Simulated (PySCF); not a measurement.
Molecule (SMILES): [O+]#[Si-] (O-Si).
Geometry (B3LYP-D3(BJ)/def2-TZVP, fixed):
```xyz
2

Si     0.0000     0.0000    -0.5502
O      0.0000     0.0000     0.9629
```
Charge 0, spin multiplicity 1.

Basis-set convergence of the mean static polarisability at PBE0 with PySCF. All functions are spherical. Density fitting with generated auxiliary sets. No added dispersion term, no relativity. Reference: the value in aug-cc-pV(5+d)Z, 29.69 bohr³, itself unsure by roughly 0.3 % (its mean distance from aug-pcseg-3, aug-cc-pV(Q+d)Z, aug-pcseg-2). Deviations are taken from unrounded values.

```csv
basis,functions,mean static polarisability (bohr³)
def2-SVP,32,23.08
def2-SVPD,47,29.06
pcseg-1,32,23.56
aug-pcseg-1,50,28.77
cc-pV(D+d)Z,37,23.26
aug-cc-pV(D+d)Z,55,29.19
6-311G**,44,23.00
6-311+G**,52,26.25
pcseg-2,64,25.39
aug-pcseg-2,96,29.50
def2-TZVP,68,26.87
def2-TZVPD,83,29.63
cc-pV(T+d)Z,69,26.48
aug-cc-pV(T+d)Z,101,29.62
def2-TZVPP,73,26.93
def2-TZVPPD,88,29.65
cc-pV(Q+d)Z,119,28.33
aug-cc-pV(Q+d)Z,169,29.67
pcseg-3,124,28.08
aug-pcseg-3,174,29.66
def2-QZVPP,127,28.71
def2-QZVPPD,142,29.68
cc-pV(5+d)Z,191,28.97
aug-cc-pV(5+d)Z,263,29.69
```

What the diffuse functions change, pair by pair:
- def2-SVP to def2-SVPD: 15 more functions, deviation -22.3 to -2.1 %
- pcseg-1 to aug-pcseg-1: 18 more functions, deviation -20.6 to -3.1 %
- cc-pV(D+d)Z to aug-cc-pV(D+d)Z: 18 more functions, deviation -21.7 to -1.7 %
- 6-311G** to 6-311+G**: 8 more functions, deviation -22.6 to -11.6 %
- pcseg-2 to aug-pcseg-2: 32 more functions, deviation -14.5 to -0.6 %
- def2-TZVP to def2-TZVPD: 15 more functions, deviation -9.5 to -0.2 %
- cc-pV(T+d)Z to aug-cc-pV(T+d)Z: 32 more functions, deviation -10.8 to -0.2 %
- def2-TZVPP to def2-TZVPPD: 15 more functions, deviation -9.3 to -0.2 %
- cc-pV(Q+d)Z to aug-cc-pV(Q+d)Z: 50 more functions, deviation -4.6 to -0.1 %
- pcseg-3 to aug-pcseg-3: 50 more functions, deviation -5.4 to -0.1 %
- def2-QZVPP to def2-QZVPPD: 15 more functions, deviation -3.3 to 0.0 %
- cc-pV(5+d)Z to aug-cc-pV(5+d)Z: 72 more functions, deviation -2.4 to 0.0 %

Leaving out the reference's own pair, they bring the value nearer the reference by more than 0.3 % in 11 of 11 pairs.
